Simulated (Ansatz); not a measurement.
GeSe (Pnma, No. 62), treated with G0W0@PBEsol in Ansatz (hard PAW, contour deformation).

The same calculation (at the measured cell, 22.911 Å³/atom) with different numerical settings; throughout: k mesh 1×2×2:

| run | response cutoff (eV) | empty bands | quasiparticle gap on the mesh (eV) | quasiparticle gap at Γ (eV) | rough time |
|---|---|---|---|---|---|
| 1 | 70 | 448 | 1.017 | 1.017 | 3 core-min |
| 2 | 105 | 823 | 1.097 | 1.097 | 7 core-min |
| 3 | 140 | 1267 | 1.140 | 1.140 | 10 core-min |
| 4 | 175 | 1770 | [?] | [?] | 40 core-min |

Question: Complete the blanks.

Answer: 
- 4, quasiparticle gap on the mesh (eV): 1.164
- 4, quasiparticle gap at Γ (eV): 1.164

In the column quasiparticle gap on the mesh (eV) the first row differs from the last by -0.147 and the next to last by -0.024.

The last row is no converged limit: other settings stay fixed.

Spin–orbit coupling is not included.

Note: filled d or f shells below the valence bands can shift G0W0 gaps through exchange with them, which wasn't tested here.

Ansatz is a program for electronic structure.
